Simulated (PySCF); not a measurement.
Mapped SMILES: `[PH2:1][PH:2][PH2:3]` (H(Xn): hydrogen on atom n).

Geometry: PBE0-D3(BJ)/def2-SVP; GIAO shifts from PySCF 2.14, gas phase, non-relativistic, averaged over equivalent atoms.

At PBE0/cc-pVTZ (172 basis functions, 10 s wall time on 1 thread of an Arm Neoverse V1, shared host):
| atoms | δ (ppm) |
| --- | --- |
| P2 | -168.5 |
| P1/P3 | -209.6 |
| H(P2) | 2.70 |
| H(P1)/H(P3) | 2.58 |

Shifts are taken against calculated references (same method and geometry level): ³¹P (319.75 ppm) vs H3PO4; ¹H (31.29 ppm) against TMS.

**Question.** Estimate the result of repeating the calculation with PBE0/IGLO-III.

**Answer.** 
| atoms | δ at PBE0/IGLO-III | change |
| --- | --- | --- |
| P2 | -163.4 | +5.1 |
| P1/P3 | -210.0 | -0.4 |
| H(P2) | 2.70 | +0.00 |
| H(P1)/H(P3) | 2.59 | +0.01 |

References, each an isolated molecule treated in the same way: ³¹P (306.76 ppm) against H3PO4; ¹H (31.37 ppm) against TMS.

The largest change is at P2 (phosphorus bonded to 2 P, H). Cost: 182 basis functions, 9.6 s wall time on 1 thread of an Arm Neoverse V1, shared host.

Experimental scales use liquid or dissolved standards, which lie at an offset from isolated H3PO4.
